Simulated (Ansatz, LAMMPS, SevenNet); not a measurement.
C axis length of rhombohedral A7 Bi: levels of theory against measurement

Reference value: 11.796 Å (measured, low temperature, zero-point motion not removed, hexagonal setting; as tabulated in Arnaud et al. (2016), arXiv:1602.08959).

```tsv
level (code)	value (Å)	difference (%)
MEAM Bi.meam (LAMMPS)	11.598	-1.68
SevenNet-0	11.716	-0.68
LDA (Ansatz)	11.501	-2.50
PBE (Ansatz)	12.195	+3.38
r²SCAN (Ansatz)	12.421	+5.30
```

Closest of the ranked levels: SevenNet-0 (-0.68 %). Farthest off among them: r²SCAN (+5.30 %). Within 4 %: MEAM Bi.meam, SevenNet-0, LDA, PBE.

The measured value isn't corrected to a static lattice, so vibrations enter the comparison.  Density-functional levels without +SOC have no spin–orbit coupling. LDA: LDA has no dispersion term either, though it tends to give short spacings of layers, chains or molecules. PBE, r²SCAN: the cell comes from a level without a dispersion term, which matters for the spacing of layers, chains or molecules. Cutoffs differ between the levels. Ansatz's density-functional and Hartree–Fock values are scalar-relativistic unless marked +SOC, with PAW data made under PBE.

Empirical potentials (MEAM Bi.meam) are fitted to chosen data: where that held the value shown, agreement is built in, and what lay outside the fit can be far off. Machine-learned potentials (SevenNet-0) are trained on DFT data: a solid inside that data is no test of them.

Differences are worked out from the printed values.

Ansatz is a quantum-chemistry and plane-wave program.
